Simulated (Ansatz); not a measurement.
# LiS+ (triplet): the correlation ladder at distance S1–Li2 = 8.239 Å, cc-pVDZ

One table from this session's results is given with a row withheld; the runs are named, their logs left out.

The runs use Ansatz 0.2.0, Gaussian basis; cc-pVDZ, core rule «outside noble gas», up to 6 orbitals frozen.

The runs, in order: UHF; CCSD(T) on ROHF; CCSD(T) on UHF; BCCD(T) on ROHF; CCSDT(Q) on ROHF; CCSDT(Q) on UHF; Full CI.

63 further runs of the same task are left out: 43 for a known fault of the program, 18 that didn't finish, 2 set aside as unsound or not needed. Runs told in other sessions of the task aren't counted.

## The system

The geometry derives from a PBE0/def2-TZVP stationary point (not a proven minimum). One bond is set to the value named and the two fragments are kept rigid.

2 atoms, charge 1, spin multiplicity 3.

Atoms are counted from 1 here; the program's logs count them from 0.

No contacts short enough for the rule that draws bonds.

Coordinates:

```xyz
2
LiS
S     0.0000    0.0000    0.0000
Li    0.0000    0.0000    8.2390
```

Set-up of the first run:

The input, in.yaml:

```yaml
crystal:
  periodic: [false, false, false]
  atoms:
    - {symbol: S, position_ang: [0.000000, 0.000000, 0.000000]}
    - {symbol: Li, position_ang: [0.000000, 0.000000, 8.239000]}
basis:
  gaussian: {orbitals: cc-pVDZ}
total_charge: 1
magnetization: {spin_polarized: true, initial_magnetization: 2}
hamiltonian: {xc: hf}
output: {orbitals: {seedname: orbitals}}
```

Started as:

```bash
ansatz run in.yaml --threads 1 --pin off --events-out ev --progress --plain --max-ram 2393MiB
```

Among the steps run: UHF; CCSD(T) on ROHF; CCSD(T) on UHF; BCCD(T) on ROHF; CCSDT(Q) on ROHF; CCSDT(Q) on UHF; Full CI.

One of the session's tables, all rows but one given; the rest of the session is left out.

```
   method  from FCI (meV)
     ROHF         +2940.4
      UHF         +2832.4
     RMP2          +531.1
     UMP2          +552.5
    RCCSD           +43.6
    UCCSD           +40.8
 RCCSD(T)           +10.7
 UCCSD(T)            +9.9
  BCCD(T)           +10.4
   RCCSDT               ?
   UCCSDT            +2.8
RCCSDT(Q)            +0.3
UCCSDT(Q)            +0.1
      FCI               0
```

**Question.** Estimate the row for RCCSDT.

As computed: from FCI (meV): +3.2. In the column «from FCI (meV)» it lies between UCCSDT (+2.8) and UCCSD(T) (+9.9).

Limits of these values: Levels on UHF freeze UHF's core orbitals, full CI those of ROHF, so the U rows can settle a little off it for that reason alone. Restricted and unrestricted rows rest on different reference determinants; a gap between their highest levels can come from leftover correlation error, from unlike frozen cores or from another state.
